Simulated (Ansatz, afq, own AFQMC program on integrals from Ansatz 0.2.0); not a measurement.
Two steps: Ansatz 0.2.0 writes the Fock matrix and Cholesky factors of the valence space, and afq projects on them the lowest state that overlaps trial and start.

```yaml
crystal:
  periodic: [false, false, false]
  atoms:
    - {symbol: Pt, position_ang: [0.000000, 0.000000, 0.000000]}
    - {symbol: O, position_ang: [0.000000, 0.000000, -1.684200]}
    - {symbol: O, position_ang: [0.000000, 0.000000, 1.684200]}
basis:
  gaussian: {orbitals: def2-SVP}
magnetization: {spin_polarized: false}
correlation: {method: ccsd_t, electrons: outside_noble_gas, hamiltonian_folder: ham}
```

```sh
$ ansatz run in.yaml --threads 1 --pin off --events-out ev --progress --plain --max-ram 16896MiB --backend cuda --devices 0, --max-vram 18GiB
```

Options of the walk:

```
--method phaseless --trial hf --walkers 4000 --populations 20 --least-time 40 --time-step 0.005 --steps-per-block 20 --equilibration-blocks 160 --max-blocks 4000 --target-error 0.0013999999999999998 --factor-cut 1e-05 --seed 2630 --taylor-order 6
```

Times are imaginary, in 1/Eh. The walk had a cap of 57 s. With eight or more populations the least sampling time is a fifth of least-time, and the error comes from their spread. Core potentials past Kr, no spin–orbit coupling.

Output of the walk:

```
orbitals 54  electrons 11 11  factors 453 of 582
reference energy -267.78216881 Eh
CCSD correlation -0.70867437 Eh in 12 cycles, weight of the determinant in the CISD state 0.7544
energy of the start -267.782169 Eh
 block  time / (1/Eh)  mean weight  energy / Eh
     1     0.100  1.0041  -267.993670
     2     0.200  1.0060  -268.135267
     3     0.300  1.0058  -268.230592
     4     0.400  1.0048  -268.293916
     5     0.500  1.0047  -268.348374
    10     1.000  1.0022  -268.453263
    66     6.600  1.0001  -268.546107
   131    13.100  1.0002  -268.518328
   196    19.600  0.9996  -268.555328
   261    26.100  1.0002  -268.546526
   326    32.600  1.0007  -268.557090
   391    39.100  1.0005  -268.574310
   456    45.600  0.9996  -268.553775
   495    49.500  0.9985  -268.513891
   521    52.100  1.0000  -268.525066
error from the spread of 20 populations
energy -268.539345 +/- 0.001868 Eh
(rows thinned)
```

The run passed its tests (sampling time, drift between the halves within three errors, error under three times the target), which doesn't prove that it has relaxed, ending at its cap on processor time.

Against this walk (error 50.8 meV) on the same determinant: CCSD(T) 214.8 meV lower, a separate phaseless walk with a CISD trial and standard settings 65.6 ± 54.0 meV lower (within the noise). The error is statistical and leaves out the bias of the constraint. None of these is a sure reference here.

Cautions: constraint bias not in the error; error above the target (50.8 against 38.1 meV); no spin-orbit coupling; outer-core shells of the metal frozen; restricted determinant unstable towards unrestricted (UHF 1.85 eV lower, ⟨S²⟩ 1.48); (T) is large, 8 % of the CCSD correlation.

The walk took 57 s on 1 × NVIDIA H100 80GB HBM3 with 2 threads of AMD EPYC 7R13 Processor (Zen 3), with other jobs on the host (the card was shared). The log's last line is the phaseless energy.

A walk keeps the symmetry of its determinant, which the program's search chose and which needn't be the lowest solution, so a lower state of the same spin and another symmetry isn't excluded.
